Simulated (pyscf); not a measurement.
Single points on ωB97X-D3(BJ)/def2-SVP structures (PySCF, gas phase).

Q: Estimate by transition-state theory the rate constant of F–GaH–SH (SMILES [F][GaH][SH]) + H₂ (SMILES [H][H]) → HS–GaH₂ (SMILES [SH][GaH2]) + HF (SMILES F) (singlet surface; F–Ga, H–H broken, Ga–H, F–H formed) at 1200 K, with ωB97M-D3(BJ)/def2-TZVP energies (ideal gas, 1 atm, RRHO with modes under 100 cm⁻¹ raised to 100, one conformer, R ln 2 for chiral ones without a mode under 150 cm⁻¹; no tunnelling).

A: The electronic barrier is 25.9 kcal/mol and the thermal terms add +37.2, so ΔG‡ = 63.0 kcal/mol. With k_BT/h = 2.50e+13 s⁻¹ and RT = 2.385 kcal/mol, and a volume of 1.64e-19 cm³ per molecule at 1 atm, k = 1.4e-17 cm³ molecule⁻¹ s⁻¹. Wigner's tunnelling factor for 1067i cm⁻¹ would be 1.07. A shift of 1 kcal/mol in the barrier changes k by a factor 1.5. On the product side the descent ends in a complex, 5.6 kcal/mol under the separated species and 12.4 kcal/mol under the saddle at ωB97X-D3(BJ)/def2-TZVP. At the saddle there is also a short Ga–H contact that neither side keeps. One saddle was located; it need not be the lowest between these sides. Elements up to Kr have no core potential and no relativistic terms here.
